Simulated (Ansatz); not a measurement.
# HPSi: the cost of one run

Computed with Ansatz 0.2.0, Gaussian basis. Level: def2-QZVPP, core rule «outside noble gas», up to 10 orbitals frozen.

The runs, in order: UHF; ROHF; CCSD(T) on UHF.

2 further runs of the same task are left out: 2 set aside as unsound or not needed.

## 1. The system

The geometry is a PBE0/def2-TZVP stationary point (not a proven minimum) of the parent state, kept for this charge and spin.

3 atoms, charge 1, spin multiplicity 2.

Atoms are counted from 1 here; the program's logs count them from 0.

Bond lengths: Si1–P2 1.944 Å, Si1–H3 1.483 Å. Angles: P2–Si1–H3 180.0°.

Coordinates:

| atom | x (Å) | y (Å) | z (Å) |
| --- | --- | --- | --- |
| Si1 | 0.0000 | 0.0000 | 0.1538 |
| P2 | 0.0000 | 0.0000 | -1.7906 |
| H3 | 0.0000 | 0.0000 | 1.6368 |

## 2. UHF

in.yaml reads:

```yaml
crystal:
  periodic: [false, false, false]
  atoms:
    - {symbol: Si, position_ang: [0.000000, 0.000000, 0.153800]}
    - {symbol: P, position_ang: [0.000000, 0.000000, -1.790600]}
    - {symbol: H, position_ang: [0.000000, 0.000000, 1.636800]}
basis:
  gaussian: {orbitals: "def2-QZVPP.json"}
total_charge: 1
magnetization: {spin_polarized: true, initial_magnetization: 1}
hamiltonian: {xc: hf}
output: {orbitals: {seedname: orbitals}}
```

Launch:

```bash
> ansatz run in.yaml --threads 1 --pin off --events-out ev --progress --plain --max-ram 2393MiB
```

**Question.** How long does this run take on 1 thread of Arm Neoverse V2, shared host, and how much memory does it need?

About 15 s, with a peak of 0.4 GiB.
